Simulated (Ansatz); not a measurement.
Basis-set extrapolation for `CS(=O)(=O)[O-]` (PBE0-D4/def2-TZVPD geometry, frozen core, Ansatz). Multiplicity 1, RHF reference.

```csv
,def2-TZVPPD,def2-QZVPPD
HF,-661.905268,-661.930337
MP2 correlation,-1.092001,-1.175524
CCSD(T) correlation,-1.146180,-1.225068
```

Energies in hartree. Use E(X) = E(∞) + A·exp(−7.88·√X) for Hartree–Fock and E(X) = E(∞) + B·X^(−2.97) for correlation, with X = 3 and 4.

Task: What is the CCSD(T) energy at the basis-set limit?

Result: HF limit: -661.930337 + (-0.025069) × 0.13774 = -661.93379. Correlation limit: -1.225068 + (-0.078888) × 0.74074 = -1.28350. Total: -663.21729 hartree, 435.4 kJ/mol below CCSD(T)/def2-TZVPPD.
